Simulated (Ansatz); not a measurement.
C2H3N, SMILES C1=NC1, a rigid scan of one bond length

With Ansatz 0.2.0, Python API.

Run as a notebook:

**Cell 1**
```python
import warnings

import ansatz as az
from ase import Atoms
import numpy as np

BASIS_SET = "def2-SVP"
XC = "PBE"
```

**Cell 2**
```python
warnings.simplefilter("ignore", az.DeckWarning)
```

**Cell 3**
```python
atoms = Atoms(["C", "N", "C", "H", "H", "H"], positions=[
    (-0.4786, -0.6331, -0.2522),
    (0.4304, -1.0739, 0.364),
    (0.3027, 0.4497, 0.1482),
    (-1.3851, -0.6642, -0.8253),
    (1.0677, 0.8429, -0.5398),
    (0.105, 1.0147, 1.0589),
])
geometry = az.Crystal.molecule_from_ase(atoms)
```

**Cell 4**
```python
symbols = [site.symbol for site in geometry.cartesian_sites]
start = np.array([site.position_ang for site in geometry.cartesian_sites])
axis = (start[3] - start[0]) / np.linalg.norm(start[3] - start[0])
moving = [3]
lengths, energies = [0.944, 0.987, 1.03, 1.073, 1.116, 1.159, 1.202, 1.266], []
for length in lengths:
    xyz = start.copy()
    xyz[moving] += (length - np.linalg.norm(start[3] - start[0])) * axis
    point = az.Crystal.molecule()
    for symbol, place in zip(symbols, xyz):
        point = point.atom(symbol, place.tolist())
    base = point.calculation()
    base = base.basis(gaussian=BASIS_SET)
    base = base.functional(XC)
    base = base.scf(lower_state_search="off")
    report = base.run(threads=1).report
    energies.append(report["free_energy_ev"])
    print(f"r = {length:6.3f} A  E = {energies[-1]:.5f} eV  <S^2> = {abs(report['mean_field']['state']['spin_squared']):.3f}")
```
Output:
```text
r =  0.944 A  E = -3602.08203 eV  <S^2> = 0.000
r =  0.987 A  E = -3602.37964 eV  <S^2> = 0.000
r =  1.030 A  E = -3602.55982 eV  <S^2> = 0.000
r =  1.073 A  E = -3602.64755 eV  <S^2> = 0.000
r =  1.116 A  E = -3602.66290 eV  <S^2> = 0.000
r =  1.159 A  E = -3602.62204 eV  <S^2> = 0.000
r =  1.202 A  E = -3602.53798 eV  <S^2> = 0.000
r =  1.266 A  E = -3602.35487 eV  <S^2> = 0.000
```

**Cell 5**
```python
fit = np.polynomial.Polynomial.fit(lengths, np.array(energies) - min(energies), 4).convert()
roots = [r.real for r in fit.deriv().roots() if abs(r.imag) < 1e-9 and fit.deriv(2)(r.real) > 0]
r_e = min(roots, key=lambda r: abs(r - lengths[int(np.argmin(energies))]))
print(f"minimum of the fit at {r_e:.4f} A, force constant {fit.deriv(2)(r_e):.2f} eV/A^2")
```
Output:
```text
minimum of the fit at 1.1045 A, force constant 32.35 eV/A^2
```

These settings explore the input space; basis and method may be short of convergence. The rest of the molecule is held rigid at a force-field or estimated start geometry, and the basis set is modest; single-reference methods fail as a bond breaks. The orbitals are restricted, so S² is zero by construction. The whole script took 4.4 s on 1 thread of Arm Neoverse V1 (shared host), peak memory 0.15 GiB.
